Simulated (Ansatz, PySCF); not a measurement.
SiH2, SMILES [SiH2] (connectivity only; charge and spin as stated), neutral, multiplicity 1.

Coordinates come from a r2SCAN-D4/def2-TZVPD optimisation. The isomer is the one that the SMILES or the coordinates give; other isomers of the formula were not compared.

Two levels are set side by side: PBE/def2-TZVPD (Ansatz, a program for electronic structure) and EOM-CCSD/aug-cc-pVDZ (PySCF). PBE by ΔSCF, the other level by its IP root; same geometry, the bases differ. Differences are taken from unrounded values.

| quantity | EOM-CCSD | PBE | PBE minus EOM-CCSD |
|---|---|---|---|
| vertical ionisation energy (eV) | 9.41 | 9.37 | -0.04 |

On these quantities the two levels nearly agree.
